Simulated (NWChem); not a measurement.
# C4H6O (SMILES C=CCC=O) at 4 levels

Wanted: a comparison of 4 runs (HF/STO-3G, HF/3-21G, B3LYP/6-31G*) of C4H6O. 

Program for the calculation: NWChem 7.3.0.

## (1) Starting point

The species is C4H6O (11 atoms), meant as a singlet with charge 0. As SMILES, `C=CCC=O`. The shape is that of a PBE0-D4/def2-TZVP optimisation. This is one conformer, not always the lowest.

Bond lengths: C1–C2 1.325 Å, C2–C3 1.495 Å, C3–C4 1.507 Å, C4–O5 1.198 Å, C1–H6 1.084 Å, C1–H7 1.085 Å, C2–H8 1.088 Å, C3–H9 1.100 Å, C3–H10 1.091 Å, C4–H11 1.113 Å. Some angles: C1–C2–C3 124.3°, C2–C3–C4 111.8°, C3–C4–O5 124.5°, C1–C2–H8 119.3°, C3–C2–H8 116.4°, C2–C1–H6 121.4°, C2–C1–H7 121.5°, C2–C3–H9 109.4°, C2–C3–H10 112.2°, C4–C3–H9 106.1°.

## (2) Energy and forces at HF/STO-3G (run 1)

geom.xyz

```xyz
11
C4H6O
C     -1.818400    -0.378600    -0.107100
C     -0.558700    -0.600800     0.237100
C      0.623700    -0.037000    -0.482600
C      1.460800     0.837600     0.414300
O      1.853900     1.930900     0.120800
H     -2.640400    -0.809100     0.452400
H     -2.072200     0.237700    -0.963600
H     -0.345500    -1.222800     1.104200
H      1.279500    -0.858900    -0.806100
H      0.333900     0.535000    -1.365200
H      1.708600     0.393000     1.404000
```

geom.nw

```
start geom
title "C4H6O"
memory stack 880 mb heap 220 mb global 1100 mb
charge 0
geometry noautosym nocenter noautoz
  load format xyz geom.xyz
end
basis spherical bse
  * library STO-3G
end
scf
  thresh 1e-08
  maxiter 80
end
task scf gradient
```

Run with:

```sh
$ nwchem geom.nw > geom.out
```

The program printed:

```text
[...]
  functions       =    31
[...]
  wavefunction    = RHF
[...]
         Total SCF energy =   -226.876453077374
      One-electron energy =   -618.097232583542
      Two-electron energy =    235.356366955942
 Nuclear repulsion energy =    155.864412550226
        Time for solution =      4.6s
[...]
                         RHF ENERGY GRADIENTS
    atom               coordinates                        gradient
                 x          y          z           x          y          z
   1 C      -3.436278  -0.715450  -0.202390   -0.023690   0.004118  -0.005586
   2 C      -1.055790  -1.135347   0.448054    0.045602   0.004152  -0.004159
   3 C       1.178622  -0.069920  -0.911982   -0.011225   0.015017   0.026943
   4 C       2.760512   1.582834   0.782913   -0.004905   0.019030  -0.035249
   5 O       3.503363   3.648872   0.228279   -0.014071  -0.040492   0.011530
   6 H      -4.989633  -1.528977   0.854912   -0.000557  -0.001661   0.002217
   7 H      -3.915890   0.449188  -1.820940    0.001013   0.002204  -0.003099
   8 H      -0.652900  -2.310757   2.086635   -0.001424  -0.002116   0.003045
   9 H       2.417904  -1.623086  -1.523308    0.005963  -0.003957   0.001074
  10 H       0.630980   1.011003  -2.579854    0.000877   0.003398  -0.002876
  11 H       3.228786   0.742662   2.653175    0.002418   0.000308   0.006159
[...]
```

It took 6 s on 1 thread of AMD EPYC, shared host; peak memory 0.099 GiB.

## (3) Energy and forces at HF/3-21G (run 2)

mymol.xyz

```xyz
11
C4H6O
C     -1.818400    -0.378600    -0.107100
C     -0.558700    -0.600800     0.237100
C      0.623700    -0.037000    -0.482600
C      1.460800     0.837600     0.414300
O      1.853900     1.930900     0.120800
H     -2.640400    -0.809100     0.452400
H     -2.072200     0.237700    -0.963600
H     -0.345500    -1.222800     1.104200
H      1.279500    -0.858900    -0.806100
H      0.333900     0.535000    -1.365200
H      1.708600     0.393000     1.404000
```

run.py

```python
from ase.io import read
from ase.calculators.nwchem import NWChem

mol = read('mymol.xyz')

calc = NWChem(
    label='mymol',
    theory='scf',
    memory='2200 mb',
    basis='3-21G',
    basispar='spherical bse',
    scf={'nopen': '0', 'rhf': None, 'thresh': '1e-08', 'maxiter': '80'},
)
mol.calc = calc

forces = mol.get_forces()
print("Total energy (eV):", round(mol.get_potential_energy(), 6))
print("forces (eV/A):")
for s, f in zip(mol.symbols, forces):
    print(f"{s:2s} {f[0]:10.5f} {f[1]:10.5f} {f[2]:10.5f}")
print("dipole (e A):", mol.get_dipole_moment().round(4))
```

Run with:

```sh
$ export ASE_NWCHEM_COMMAND="nwchem PREFIX.nwi > PREFIX.nwo"
$ python run.py
```

The program printed:

```text
Total energy (eV): -6217.864319
forces (eV/A):
C     0.26734   -0.05420    0.05081
C    -0.90894   -0.21906    0.41472
C     0.51705   -0.23891   -0.63121
C    -0.10140   -0.67867    0.99898
O     0.33697    0.77339   -0.20348
H     0.28858    0.18445   -0.24379
H     0.04844   -0.24729    0.35260
H    -0.04592    0.23469   -0.36170
H    -0.25737    0.20070    0.02664
H     0.08649   -0.15277    0.32288
H    -0.23119    0.19762   -0.72644
dipole (e A): [-0.2397 -0.5504  0.0633]
```

The calculator wrote mymol.nwi:

```
title "mymol"

permanent_dir mymol

scratch_dir mymol

start mymol

geometry units angstrom nocenter noautosym noautoz
  C  -1.8184000000000000e+00 -3.7859999999999999e-01 -1.0710000000000000e-01
  C  -5.5869999999999997e-01 -6.0080000000000000e-01 2.3710000000000001e-01
  C  6.2370000000000003e-01 -3.6999999999999998e-02 -4.8259999999999997e-01
  C  1.4608000000000001e+00 8.3760000000000001e-01 4.1430000000000000e-01
  O  1.8539000000000001e+00 1.9309000000000001e+00 1.2080000000000000e-01
  H  -2.6404000000000001e+00 -8.0910000000000004e-01 4.5240000000000002e-01
  H  -2.0722000000000000e+00 2.3769999999999999e-01 -9.6360000000000001e-01
  H  -3.4549999999999997e-01 -1.2228000000000001e+00 1.1042000000000001e+00
  H  1.2795000000000001e+00 -8.5890000000000000e-01 -8.0610000000000004e-01
  H  3.3389999999999997e-01 5.3500000000000003e-01 -1.3652000000000000e+00
  H  1.7085999999999999e+00 3.9300000000000002e-01 1.4039999999999999e+00
end

memory 2200 mb

basis spherical bse noprint
   * library 3-21G
end

scf
  nopen 0
  rhf
  thresh 1e-08
  maxiter 80
end

task scf gradient
```

mymol.nwo (excerpt; [...] marks lines left out):

```text
[...]
      One-electron energy =   -618.073031743311
[... 1 line left out ...]
 Nuclear repulsion energy =    155.864412550226
[... 37 lines left out ...]
                       ROHF Final Molecular Orbital Analysis
[... 225 lines left out ...]
     1   1 0 0     -0.452874      0.000000     21.428548
[...]
  wavefunction    =   RHF
                         RHF ENERGY GRADIENTS
    atom               coordinates                        gradient
                 x          y          z           x          y          z
   1 C      -3.436278  -0.715450  -0.202390   -0.005199   0.001054  -0.000988
   2 C      -1.055790  -1.135347   0.448054    0.017676   0.004260  -0.008065
   3 C       1.178622  -0.069920  -0.911982   -0.010055   0.004646   0.012275
[... 7 lines of this table left out ...]
  11 H       3.228786   0.742662   2.653175    0.004496  -0.003843   0.014127
[...]
```

Run time: 7.5 s. Hardware: 1 thread of AMD EPYC, shared host; peak memory 0.099 GiB.

Run 3 isn't shown in full; the table further down has it.

## (4) Energy and gradient at B3LYP/6-31G(d) (Cartesian functions) (run 4)

c4h6o.nw

```
start c4h6o
title "C4H6O gradient"
memory total 2200 mb

geometry units au noautosym nocenter noautoz
   C   -3.43627799  -0.71545031  -0.20238967
   C   -1.05578999  -1.13534746   0.44805406
   C    1.17862218  -0.06991987  -0.91198183
   C    2.76051192   1.58283460   0.78291353
   O    3.50336326   3.64887217   0.22827892
   H   -4.98963286  -1.52897741   0.85491210
   H   -3.91589048   0.44918790  -1.82094009
   H   -0.65290038  -2.31075711   2.08663559
   H    2.41790458  -1.62308577  -1.52330823
   H    0.63097955   1.01100348  -2.57985411
   H    3.22878606   0.74266237   2.65317548
end

basis
   * library 6-31G*
end

dft
   xc b3lyp
   grid xfine
   convergence energy 1e-08
   iterations 100
   mulliken
end

task dft gradient
```

Run with:

```sh
$ nwchem c4h6o.nw > c4h6o.out
```

The program printed (excerpt; [...] marks lines left out):

```text
[...]
          Wavefunction type:  closed shell.
          No. of atoms     :    11
          No. of electrons :    38
[...]
          Charge           :     0
          Spin multiplicity:     1
[...]
          AO basis - number of functions:    87
[...]
              XC Information
              --------------
                         B3LYP Method XC Potential
                     Hartree-Fock (Exact) Exchange  0.200
                        Slater Exchange Functional  0.800 local
                    Becke 1988 Exchange Functional  0.720 non-local
              Lee-Yang-Parr Correlation Functional  0.810
                  VWN I RPA Correlation Functional  0.190 local
[...]
 d= 0,ls=0.0,diis     1   -231.0916084370 -3.87D+02  2.24D-02  1.13D+00     9.8
[...]
 d= 0,ls=0.0,diis    11   -231.2185818050 -1.95D-09  5.49D-07  4.15D-09    86.7
         Total DFT energy =     -231.218581804977
      One electron energy =     -620.710193202402
           Coulomb energy =      266.122541109864
    Exchange-Corr. energy =      -32.495331028173
 Nuclear repulsion energy =      155.864401315734
[...]
      Total Density - Mulliken Population Analysis
     ---------------------------------------------
[...]
  wavefunction    = closed shell
                         DFT ENERGY GRADIENTS
    atom               coordinates                        gradient
                 x          y          z           x          y          z
   1 C      -3.436278  -0.715450  -0.202390    0.007389  -0.001039   0.001454
   2 C      -1.055790  -1.135347   0.448054   -0.002465   0.003334  -0.003647
   3 C       1.178622  -0.069920  -0.911982   -0.001797   0.002850   0.003226
   4 C       2.760512   1.582835   0.782914    0.002338   0.011028  -0.007126
   5 O       3.503363   3.648872   0.228279   -0.007024  -0.018832   0.004750
   6 H      -4.989633  -1.528977   0.854912    0.002166   0.000429  -0.000465
   7 H      -3.915890   0.449188  -1.820940    0.001285  -0.000861   0.001270
   8 H      -0.652900  -2.310757   2.086636   -0.000709   0.001011  -0.001401
   9 H       2.417905  -1.623086  -1.523308   -0.001243   0.001829   0.001625
  10 H       0.630980   1.011003  -2.579854    0.000174  -0.001172   0.001692
  11 H       3.228786   0.742662   2.653175   -0.000115   0.001422  -0.001377
[...]
```

It took 1.7 min on 1 thread of AMD EPYC, shared host; peak memory 0.15 GiB.

## (5) Overview of the runs

```
run                               level  iteration cap  module  energy (Eh)  dipole moment (D)  HOMO energy (eV)  LUMO energy (eV)  wall time
  1                           HF/STO-3G             80     scf  -226.876453               1.71             -8.36              7.83        6 s
  2                            HF/3-21G             80     scf  -228.502301               2.90            -10.11              4.05      7.5 s
  3  B3LYP/6-31G* (spherical functions)            100     dft  -231.214067               2.54             -6.71             -0.66       93 s
  4  B3LYP/6-31G* (Cartesian functions)            100     dft  -231.218582               2.55             -6.72             -0.66    1.7 min
```

## (6) Results

| quantity | value |
| --- | --- |
| run 4: total energy | -231.21858 Eh |
| run 4: dipole moment | 2.55 D |
| run 4: HOMO energy | -6.72 eV |
| run 4: LUMO energy | -0.66 eV |
| run 4: HOMO–LUMO gap | 6.06 eV |
| run 4: largest force on an atom | 1.062 eV/Å |

What this shows: The dipole moment (its size) runs from 1.71 D (HF/STO-3G) to 2.90 D (HF/3-21G). The HOMO–LUMO gap runs from 6.06 eV (B3LYP/6-31G*) to 16.18 eV (HF/STO-3G). The two ends differ in method and basis. In run 1 the basis is minimal, so the values are rough. All runs together took 3.5 min, the longest 1.7 min.
